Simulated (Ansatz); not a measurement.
Mulliken charges of `F/C=C\CF` from r2SCAN/def2-TZVPP in Ansatz (PBE0-D4/def2-TZVP geometry).

| atom | x (Å) | y (Å) | z (Å) | charge (e) |
| --- | --- | --- | --- | --- |
| F1 | -1.532 | 0.846 | 1.087 | -0.198 |
| C2 | -0.197 | 0.799 | 1.110 | 0.135 |
| C3 | 0.507 | 0.111 | 0.229 | -0.180 |
| C4 | -0.070 | -0.684 | -0.884 | 0.213 |
| F5 | 0.470 | -0.265 | -2.092 | -0.244 |
| H6 | 0.218 | 1.375 | 1.928 | 0.096 |
| H7 | 1.586 | 0.132 | 0.333 | 0.089 |
| H8 | -1.154 | -0.569 | -0.937 | 0.052 |
| H9 | 0.173 | -1.746 | -0.775 | 0.037 |

**Question.** By hand: the dipole of these point charges (1 e Å = 4.8032 D).

**Answer.** Σ q r = (0.164, -0.111, 0.353) e Å, of length 0.405 e Å = 1.95 D.

**Question.** How does the dipole of the full density compare? (An estimate is asked.)

**Answer.** Ansatz gave: (0.114, -0.086, 0.355) e Å, 1.84 D; the point charges give 1.06 times that, at 7° from its direction.

Point charges leave out the atoms' own dipoles, such as those of lone pairs, and Mulliken's split depends on the basis, so the close match here is no proof of good charges.
